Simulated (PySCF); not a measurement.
Work out the structure from these simulated measurements.

Elements present: C, H and N. Monoisotopic mass: 27.0109 u.

- 1H NMR: chemical shifts (computed TMS as zero) by class: 2.26 (1 H) ppm [GIAO PBE0/pcSseg-1]
- Rotational structure: rotational constant B (linear): 45.647 GHz [GFN2-xTB]
- NMR, other nuclei: isotropic shieldings of nuclei other than C and H, by class: -42 (1 N) ppm [GIAO PBE0/pcSseg-1]
- 13C NMR: chemical shifts (computed TMS as zero) by class: 111.8 (1 C) ppm [GIAO PBE0/pcSseg-1]
- Couplings: largest of the computed one-bond spin–spin couplings (means over like bonds): 13C–1H +278.0, 15N–13C -23.0 Hz [B3LYP/pcJ-1]
- Dipole: 3.02 D [PBE0/pcSseg-1]

The electronic properties come from PySCF, for the isolated species, density fitting. Levels stand in brackets. Geometry: GFN2-xTB; no solvent, vibrations or thermal averaging. NMR values are class means; diastereotopic atoms form classes of their own.

Question: Which formula fits the mass and the elements?

Answer: HCN (calculated 27.0109). No other formula that holds each of these elements comes within 0.0003 u with a fitting electron parity and a possible valence count.

Question: Propose a structure and show how it fits.

Answer: Its formula, HCN, gives 2 degrees of unsaturation: 0 rings and 2 π bonds in the structure found. The one carbon: cyano carbon (111.8 ppm). The one hydrogen (2.26 ppm): hydrogen on carbon. The other shieldings belong to: -42 ppm, cyano nitrogen. The couplings run between: +278.0 Hz, cyano carbon and its hydrogen; -23.0 Hz, cyano nitrogen and cyano carbon. The optimised geometry has point group C∞v and is a linear rotor. Structure: hydrogen cyanide, `C#N`. Computed isomers that give other values at the same levels: `[C-]#[NH+]` (13C chemical shifts (computed TMS as zero) by class: 180.7 (1 C) ppm).
